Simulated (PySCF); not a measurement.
Two structures of SiH5ClO, closed shell, reached by relaxing down either side of one saddle point (PBE0-D4/def2-TZVP). Energies are electronic, without zero-point energy. Computed with PySCF 2.14 with density fitting (its default auxiliary sets; JK sets also for MP2 and CCSD(T)) (basis: def2-TZVPP and def2-QZVPP); correlated methods freeze the cores. Extrapolation: Hartree–Fock as exp(−7.88 √X), correlation as X^−2.97. First:

| atom | x (Å) | y (Å) | z (Å) |
| --- | --- | --- | --- |
| Si1 | -0.7604 | -0.8278 | -0.2739 |
| O2 | 0.2295 | 0.1214 | 0.6661 |
| H3 | -0.6947 | -2.2443 | 0.1695 |
| H4 | -0.2412 | -0.6827 | -1.6503 |
| H5 | -2.1689 | -0.3625 | -0.1901 |
| H6 | 1.3404 | 1.4484 | 0.0477 |
| Cl7 | 2.1019 | 2.4033 | -0.3959 |
| H8 | 0.0662 | 0.1513 | 1.6105 |

Second:

```
8
angstrom
Si -0.8910 0.3040 -0.8184
O 1.3953 -0.9501 0.9841
H -1.5056 -0.4472 0.2963
H 0.0408 -0.5219 -1.6110
H -1.9505 0.8667 -1.6900
H 1.6513 -0.0233 1.0006
Cl 0.1355 1.9269 -0.0461
H 1.1248 -1.1503 1.8831
```

Problem. Which bonds change from the first to the second?

Solution. SiH₄O ([OH][SiH3]) + HCl → SiH₃Cl ([SiH3][Cl]) + H₂O; bonds formed: Si1–Cl7, O2–H6; bonds broken: Si1–O2, H6–Cl7.

Problem. Give the saddle point's structure and its height above each. (Judge from chemistry; the value comes from the calculation.)

Solution. Computed: 22.18 kcal/mol above the first and 22.88 kcal/mol above the second (CCSD(T) at an estimated basis limit (MP2 extrapolated from triple and quadruple zeta, plus CCSD(T) − MP2 in triple zeta)).
```xyz
8
angstrom
Si -0.4816 -0.2004 -0.5293
O 0.7315 -0.2980 0.8743
H -1.0398 -1.5057 -0.0177
H 0.0550 -0.5632 -1.8526
H -1.6526 0.6921 -0.4127
H 1.1232 0.6331 0.8354
Cl 0.8519 1.8398 -0.6322
H 0.4124 -0.5976 1.7348
```

The T1 diagnostic stays at or below 0.011.

Hydrogen chloride, the by-product of chloride precursors, can attack films and sites by steps of this kind.

Labels in which every atom is bracketed show which atoms are joined, not bond orders.

For scale, one of the runs: CCSD(T)/def2-TZVPP, 185 basis functions, launched by `OMP_NUM_THREADS=4 python run.py`. The run took 100 s on 4 CPU threads of an AMD EPYC 9R45 (shared host), with 1.9 GiB of host memory at its peak.
